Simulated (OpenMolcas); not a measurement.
## A ladder of methods for BHCl2 (SMILES ClBCl)

The species is BHCl2 (4 atoms), meant as a singlet with charge 0. SMILES: `ClBCl`. The coordinates come from a GFN2-xTB relaxation.

```xyz
4

Cl   -1.4971   -0.6691   -0.0161
B     0.0102    0.1176   -0.0552
Cl    1.3688   -0.5986    0.6748
H     0.1182    1.1501   -0.6036
```

Each level gives the energy change with the Cl1–B2 bond stretched from 1.701 to 3.402 Å (eV). The values are calculated.

| level | kind | program | value (eV) | less FCI/STO-3G | CPU time (all runs) |
| --- | --- | --- | --- | --- | --- |
| HF/STO-3G (restricted) | Hartree–Fock | OpenMolcas | 7.41 | +2.55 | 3.3 s |
| SVWN5/STO-3G (restricted) | LDA | OpenMolcas | 5.94 | +1.08 | 8.4 s |
| PBE/STO-3G (restricted) | GGA | OpenMolcas | 5.47 | +0.61 | 10 s |
| r2SCAN/STO-3G (restricted) | meta-GGA | OpenMolcas | 5.74 | +0.88 | 13 s |
| B3LYP/STO-3G (restricted) | global hybrid | OpenMolcas | 5.74 | +0.88 | 7.9 s |
| PBE0/STO-3G (restricted) | global hybrid | OpenMolcas | 6.14 | +1.28 | 8.2 s |
| SC-NEVPT2(2,2)/STO-3G | multireference | OpenMolcas | 4.89 | +0.03 | 3 s |
| CISD/STO-3G (restricted) | coupled cluster or CI | OpenMolcas | 5.31 | +0.45 | 3.3 s |
| FCI/STO-3G | exact in the basis | OpenMolcas | 4.86 | 0.00 | 3.1 min |

FCI/STO-3G is exact within its basis and frozen core, so for wave-function methods in that basis the difference is their error; functionals converge differently with the basis, so for them it is only a difference. Spin-restricted single references rise too steeply as a bond breaks, Hartree–Fock most of all. The first shape isn't each level's own minimum. The values span 4.86 to 7.41 eV. All rows use very small basis sets, so even the best lies far from the true value. CPU times are rough (shared hosts, several kinds of processor): they show what a rung costs within a factor of a few.
